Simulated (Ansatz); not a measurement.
The inner images of a band of BClH4S (7 atoms, charge 0, multiplicity 1) are given out of order.

Theory: Ansatz 0.2.0, RKS BLYP/def2-SVP.

First end point:

```xyz
7
Properties=species:S:1:pos:R:3
B 0.034 -0.040 0.109
Cl -0.608 0.605 1.701
H 1.222 0.126 -0.086
H -0.723 0.045 -0.838
S 0.071 -2.206 0.247
H -1.174 -2.428 0.769
H 0.659 -2.352 1.472
```

Last end point:

```xyz
7
Properties=species:S:1:pos:R:3
B 0.163 -0.577 -0.539
Cl -0.173 0.164 3.062
H 1.235 -0.025 -0.592
H -0.876 -0.047 -0.843
S 0.212 -2.289 0.006
H -1.123 -2.578 -0.052
H 0.045 -0.897 2.333
```

Put them in order from the first end to the last, with their energies above the first end.
A.
```xyz
7
Properties=species:S:1:pos:R:3
B 0.099 -0.096 0.087
Cl -0.245 0.497 1.819
H 1.227 0.107 -0.302
H -0.839 -0.019 -0.674
S 0.236 -2.289 0.420
H -1.090 -2.591 0.309
H 0.095 -1.860 1.714
```
B.
```xyz
7
Properties=species:S:1:pos:R:3
B 0.048 -0.029 0.106
Cl -0.472 0.624 1.738
H 1.212 0.153 -0.187
H -0.791 0.016 -0.771
S 0.153 -2.224 0.298
H -1.155 -2.508 0.569
H 0.488 -2.280 1.621
```
C.
```xyz
7
Properties=species:S:1:pos:R:3
B 0.161 -0.558 -0.397
Cl -0.186 0.195 2.703
H 1.230 -0.001 -0.450
H -0.886 -0.014 -0.639
S 0.237 -2.314 0.013
H -1.101 -2.596 0.020
H 0.027 -0.961 2.123
```
D.
```xyz
7
Properties=species:S:1:pos:R:3
B 0.130 -0.356 -0.051
Cl -0.197 0.173 2.039
H 1.225 0.089 -0.288
H -0.866 -0.004 -0.631
S 0.246 -2.281 0.313
H -1.086 -2.569 0.244
H 0.030 -1.302 1.747
```
E.
```xyz
7
Properties=species:S:1:pos:R:3
B 0.153 -0.499 -0.252
Cl -0.188 0.160 2.331
H 1.220 0.057 -0.327
H -0.884 0.003 -0.601
S 0.248 -2.299 0.123
H -1.090 -2.575 0.162
H 0.023 -1.096 1.937
```
F.
```xyz
7
Properties=species:S:1:pos:R:3
B 0.113 -0.222 0.052
Cl -0.222 0.322 1.912
H 1.229 0.086 -0.295
H -0.846 -0.027 -0.656
S 0.244 -2.271 0.416
H -1.080 -2.576 0.278
H 0.045 -1.561 1.666
```
G.
```xyz
7
Properties=species:S:1:pos:R:3
B 0.071 -0.028 0.095
Cl -0.335 0.617 1.763
H 1.213 0.150 -0.272
H -0.832 -0.001 -0.714
S 0.214 -2.266 0.373
H -1.114 -2.575 0.398
H 0.264 -2.146 1.731
```

B (+0.3 kcal/mol), G (+1.2 kcal/mol), A (+3.5 kcal/mol), F (+9.7 kcal/mol), D (+16.3 kcal/mol), E (+9.1 kcal/mol), C (+4.7 kcal/mol).

Time of the run: 59 s on 2 threads of Arm Neoverse V1, on a shared host, peak memory 0.15 GiB.
